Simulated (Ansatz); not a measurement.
The cluster Si₂H₃⁻, relaxed as a singlet with RKS PBE0-D4/def2-TZVPD in Ansatz, starting from the GFN2-xTB geometry. Force threshold 0.02 eV/Å.

The structure comes from a short search, and lower isomers may exist.

Start:

```
atom   x (Å)   y (Å)   z (Å)
 Si1   0.040   0.580  -0.662
 Si2  -0.368  -1.000   0.855
  H3  -1.814  -0.678   1.344
  H4   0.966  -0.242  -1.637
  H5   1.177   1.340   0.100
```

Q: Estimate the energy that the relaxation releases and the steps that it takes.

A: 1.28 eV, in 12 steps; 6.5 s on 4 threads of AMD EPYC 7B13 on a shared host. No frequencies were taken in this run, so the end may be a saddle point.

Q: Does the start keep its bonding?

A: By distances, no bond broke or formed. The bond that changes most is Si1–H4, from 1.58 to 1.51 Å (atoms count from 1). The end is the same structure that another start reached, the lowest one found.

Q: Predict the relaxed structure.

A: 
```xyz
5

Si    0.374    0.149   -0.413
Si   -0.968   -1.334    0.470
H    -1.305   -0.312    1.574
H     1.197   -0.057   -1.660
H     0.703    1.554    0.029
```
Bond lengths: 1 × Si–Si 2.19 Å; 3 × H–Si 1.51 to 1.54 Å.
